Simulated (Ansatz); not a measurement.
bcc Na, treated with PBE (PAW; Ansatz, a program for electronic structure).

Settings: plane-wave cutoff 520 eV, 18×18×18 k mesh, Fermi–Dirac smearing 0.05 eV, scalar-relativistic PAW data made under PBE.

Results at a series of volumes:

| V (Å³/atom) | E − E_lowest (meV/atom) | P (GPa) |
|---|---|---|
| 34.748 | 3.55 | 0.538 |
| 35.488 | 1.52 | 0.341 |
| 36.227 | 0.37 | 0.162 |
| 36.966 | 0.00 | 0.000 |
| 37.706 | 0.35 | -0.149 |
| 38.445 | 1.35 | -0.284 |
| 39.184 | 2.95 | -0.407 |

Estimate the bulk modulus and its pressure derivative from these points.

V0 = 36.964 Å³/atom, B0 = 7.77 GPa, B′ = 3.7 (fit to the energies at full precision).

Measured, for comparison: bulk modulus 7.9 GPa (0 K value with the zero-point phonon effect removed, our sources range from 7.63 to 7.91; as tabulated in Mejia-Rodriguez and Trickey (2018), arXiv:1807.09216); equilibrium volume per atom 37.42 Å³/atom (static lattice: zero-point anharmonic expansion removed; as tabulated in Mejia-Rodriguez and Trickey (2018), arXiv:1807.09216). Computed (rounded) less measured: bulk modulus -2 % (inside the range of the sources held), equilibrium volume per atom -1.2 %.

Static lattice: no zero-point or thermal effects.
